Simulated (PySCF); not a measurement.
# A diatomic session: PF−

The task here is to estimate one member of a computed series from the others.

Method: P def2-TZVPPD, F def2-TZVPPD, no relativity; program: PySCF 2.14.0.

Set-up of the first run:

A driver script around PySCF takes these settings:

```json
{
 "atoms": "P, F",
 "charge": "-1",
 "basis": "P def2-TZVPPD, F def2-TZVPPD",
 "Hamiltonian": "no relativity",
 "basis functions": "88",
 "electrons treated": "25",
 "masses in u": "30.9738, 18.9984",
 "levels": "PBE0, PBE, r²SCAN, LDA, M06-2X, TPSS, PBEsol, BP86, LC-ωPBE, HF, MP2, SCS-MP2, CCSD, CCSD(T)",
 "grid": "80 radial by 434 angular points",
 "occupations": "held fixed by the projection of orbital angular momentum",
 "dissociation limit": "P + F−, each in its ground configuration",
 "starting distance in angstrom": "1.780",
 "values of 2S to try": "1, 3"
}
```

The run is started by

```
$ OMP_NUM_THREADS=2 python dia.py task.json out
```

Steps of the session up to this table: The job; The PBE0 curve of the state that the search chose; Excited determinants; PBE; r²SCAN; LDA (local density); M06-2X; TPSS (meta-GGA); PBEsol (GGA); BP86; LC-ωPBE (range-separated hybrid); UHF (mean field); Adding correlation.

One table of the session follows, with a row left open; its other results are not shown here.

Energy (eV) from each level's lowest point:

| R (Å) | UHF | UHF-MP2 | UHF-SCS-MP2 | UHF-CCSD | UHF-CCSD(T) |
| --- | --- | --- | --- | --- | --- |
| 1.466 | 0.670 | 0.871 | 0.878 | n/a | n/a |
| 1.534 | 0.258 | 0.393 | 0.399 | 0.367 | 0.395 |
| 1.603 | 0.055 | 0.130 | 0.134 | 0.115 | 0.131 |
| 1.654 | 0.000 | 0.033 | 0.035 | 0.026 | 0.034 |
| 1.705 | 0.005 | 0.000 | 0.000 | 0.000 | 0.000 |
| 1.756 | 0.054 | 0.015 | 0.012 | 0.021 | 0.013 |
| 1.824 | 0.168 | 0.088 | 0.082 | 0.103 | 0.084 |
| 1.910 | ? | ? | ? | ? | ? |
| 2.012 | 0.625 | 0.469 | 0.451 | 0.497 | 0.452 |
| 2.148 | 0.992 | 0.814 | 0.786 | n/a | n/a |

Estimate the missing values for R (Å) = 1.910.

Worked estimate for «UHF». A straight line through the neighbours (1.824, 0.168) and (2.012, 0.625) gives 0.168 + (0.625 − 0.168) × (1.910 − 1.824) / (2.012 − 1.824) = 0.377; a parabola fitted to 4 rows on both sides gives 0.368.

As computed: UHF: 0.359; UHF-MP2: 0.239; UHF-SCS-MP2: 0.227; UHF-CCSD: 0.261; UHF-CCSD(T): 0.230. In «UHF» the line misses by +0.018 and the parabola by +0.009.

Caveats from the session: Lowest PBE0 solution found, without spin–orbit coupling: ²Π (doublet), unpaired electrons π ↑. Warnings in the runs' records: inverted.
